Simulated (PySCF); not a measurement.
Species: formyl fluoride, CHFO.
Numbering: `[O:1]=[CH:2][F:3]` (hydrogens: H4 on C2)

Method: PBE0-D3(BJ)/def2-SVP geometry optimisation, gas phase (PySCF 2.14.0); density fitting, grid level 1; the optimiser is geomeTRIC in internal coordinates, started from a GFN2-xTB structure with every atom displaced at random (about 0.01 Å).

Step 0: E = -5806.5380 eV
```
atom  x, y, z in Å  |  force x, y, z in eV/Å
O1     -0.8408   -0.9121    0.0439   -1.017  -0.171   0.012
C2     -0.0856   -0.0192    0.0321    1.004  -0.119  -0.008
F3      1.2222   -0.2395    0.0136    0.544   0.075  -0.011
H4     -0.2219    1.0725    0.0337   -0.531   0.216   0.007
```

Step 1: E = -5806.5718 eV
```
atom  x, y, z in Å  |  force x, y, z in eV/Å
O1     -0.8644   -0.8875    0.0441    0.164  -0.034  -0.003
C2     -0.0567   -0.0297    0.0321   -0.268   0.189   0.003
F3      1.2514   -0.2443    0.0131    0.043  -0.093  -0.003
H4     -0.2563    1.0631    0.0341    0.061  -0.063   0.002
```

Step 2: E = -5806.5577 eV
```
atom  x, y, z in Å  |  force x, y, z in eV/Å
O1     -0.8402   -0.8983    0.0438   -0.463   0.239   0.006
C2     -0.0640   -0.0129    0.0321    0.148  -0.606   0.000
F3      1.2382   -0.2655    0.0133    0.278   0.418  -0.007
H4     -0.2601    1.0783    0.0342    0.037  -0.051   0.001
```

Step 3: E = -5806.5708 eV
```
atom  x, y, z in Å  |  force x, y, z in eV/Å
O1     -0.8525   -0.8927    0.0440   -0.154   0.089   0.002
C2     -0.0605   -0.0213    0.0321   -0.034  -0.205   0.000
F3      1.2451   -0.2548    0.0132    0.139   0.161  -0.004
H4     -0.2582    1.0704    0.0342    0.048  -0.045   0.002
```

Q: Estimate the geometry and energy of step 4. (The exact step hangs on the optimiser's Hessian estimate; all steps are aligned on step 3, rigid shifts and turns removed.)

A: E = -5806.5730 eV, largest force 0.089 eV/Å
```
atom  x, y, z in Å  |  force x, y, z in eV/Å
O1     -0.8584   -0.8906    0.0441   -0.012   0.030  -0.001
C2     -0.0600   -0.0251    0.0321   -0.069  -0.056   0.002
F3      1.2482   -0.2488    0.0131    0.056   0.036  -0.003
H4     -0.2558    1.0661    0.0341    0.026  -0.009   0.003
```

The energy changes by -0.0022 eV. The first-order estimate −F·Δx gives -0.0036 eV and the mean of the old and new forces, exact on a quadratic surface, -0.0022 eV. The step makes an angle of 25° with the force vector and moves no atom by more than 0.007 Å.

What follows is the cost of the whole optimisation. Hardware: an Arm Neoverse V2 with one thread, shared host. Cost: 2.9 s wall, 0.25 GiB resident at most.
